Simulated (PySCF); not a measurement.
Compound: C3HCl3.
SMILES: `C#CC(Cl)(Cl)Cl`

The calculation used TDDFT B3LYP/def2-SVPD, vertical, gas phase, core orbitals frozen in the response in PySCF. Isolated species at its GFN2-xTB geometry, gas phase.

```csv
state,λ (nm),E (eV),f,|μ| (D),symmetry,"main configurations (H = HOMO, L = LUMO)"
S1,218.4,5.68,0.0000,0.01,–,H-1/H→L/L+1 (≥78%)
S2,215.0,5.77,0.0014,0.25,–,H-1/H→L/L+1 (≥82%)
S3,215.0,5.77,0.0015,0.26,–,H-1/H→L/L+1 (≥81%)
S4,206.0,6.02,0.0000,0.02,–,H-2→L+2 (97%)
S5,204.6,6.06,0.0025,0.33,E,H-1/H→L+2 (≥89%)
S6,204.6,6.06,0.0025,0.33,E,H-1/H→L+2 (≥90%)
S7,202.0,6.14,0.0068,0.54,E,H-2→L/L+1 (≥96%)
S8,201.9,6.14,0.0068,0.54,E,H-2→L/L+1 (≥96%)
```

Triplets, Tamm–Dancoff:

| state | E (eV) | λ (nm) | main configurations (H = HOMO, L = LUMO) |
| --- | --- | --- | --- |
| T1 | 4.82 | 257.5 | H-1/H→L/L+1 (≥67%) |
| T2 | 5.16 | 240.2 | H-1/H→L/L+1 (≥78%) |
| T3 | 5.16 | 240.1 | H-1/H→L/L+1 (≥76%) |

The lowest singlet lies at 5.68 eV (218 nm, ultraviolet) and is dark (f under 0.0005); its leading configuration is HOMO-1/HOMO→LUMO/LUMO+1 (≥78%). The most intense listed level is S7/S8 at 6.14 eV (202 nm, f = 0.014 summed), 0.46 eV above S1. It is the last of those listed, so stronger ones may follow. S2/S3, S5/S6 and S7/S8 lie within about 0.01 eV of each other in each set; the point group C3v has degenerate representations, and within a degenerate level the listed configurations can mix freely. Löwdin shares by element: HOMO (one of a set within 0.03 eV) carbon 57% or more, chlorine 34% or more; LUMO (one of a set within 0.03 eV) carbon 55%, chlorine 22% or more (atoms not listed hold the other 23%). Weighted by f, the mean energy of these states is 6.07 eV. The oscillator strengths of these states sum to 0.022; summed over the whole spectrum of an exact calculation they would give the number of electrons, 70 (Thomas–Reiche–Kuhn). Of the 8 states listed, none reaches f = 0.01 and 2 stay under 0.0005. No computed singlet lies in the visible range (380 to 750 nm); the lowest, at 218 nm, stands 2.42 eV above its violet end (3.26 eV). Symmetry labels in C3v follow from the direction of the transition dipole and are given only for states with f of 0.002 or more. Orbitals of the list HOMO-3 to LUMO+2 that lie within 0.01 eV of each other are written together with a slash and their weights summed (≥ marks a lower bound); for degenerate orbitals outside that list single weights are arbitrary. Singlets were solved by full linear response, triplets in the Tamm–Dancoff approximation.

The run took 12 s on one thread, Arm Neoverse V2, shared host.
